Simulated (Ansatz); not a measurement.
`[Li][O][Li]` + CH₃SH → `[Li][S]C` + `[Li][OH]` at 700 K and 1 bar (ligand exchange at a Li–O bond).

Computed with Ansatz on PBE0-D4/def2-TZVP structures; ΔE is electronic, products minus reactants. CCSD(T)/CBS adds triple-zeta CCSD(T) − MP2 to the extrapolated MP2 energy (def2 sets, frozen cores). This one scheme is used for every species. For Li outer-core shells are correlated without core-valence functions, which leaves a few kJ/mol of doubt a bond.

| species | CCSD(T)/CBS energy (Eh) | H − E (kJ/mol) | S (J/(mol·K)) |
| --- | --- | --- | --- |
| `[Li][O][Li]` | -90.22019 | 47.2 | 275.0 |
| CH₃SH | -438.22835 | 160.2 | 309.0 |
| `[Li][S]C` | -445.16369 | 147.8 | 357.8 |
| `[Li][OH]` | -83.31445 | 64.5 | 249.4 |

H − E and S are ideal-gas, rigid-rotor, harmonic terms from PBE0-D4/def2-TZVP, for one conformer and one mirror image of each species. 1 Eh = 2625.50 kJ/mol, R = 8.31446 J/(mol·K).

**Question.** By hand: ΔE, ΔH, ΔS and ΔG.

**Answer.** ΔE = (-445.16369) + (-83.31445) − (-90.22019) − (-438.22835) = -0.02960 Eh = -77.7 kJ/mol. Δ(H − E) = 147.8 + 64.5 − 47.2 − 160.2 = 4.9, so ΔH = -72.8 kJ/mol. ΔS = 357.8 + 249.4 − 275.0 − 309.0 = 23.2 J/(mol·K). ΔG = -72.8 − 700 × (23.2)/1000 = -89.0 kJ/mol.

**Question.** By hand: the equilibrium constant, and the temperature at which ΔG would vanish if ΔH and ΔS stayed fixed.

**Answer.** log₁₀ K = −ΔG/(RT ln 10) = 6.6. ΔH and −TΔS have one sign here, so there is no such temperature.

ΔH outweighs TΔS. A doubt of 5 kJ/mol in ΔE shifts log₁₀ K by 0.4 here. Other conformers and mirror images would add mixing entropy, several J/(mol·K) or more a flexible species. Modes under 60 cm⁻¹, often nearly free rotors, make the harmonic entropy too high. These are equilibria of isolated gas molecules and say nothing of rates. Largest T1 diagnostic: 0.021 (customary marks: 0.02 for closed shells, 0.045 for open ones).
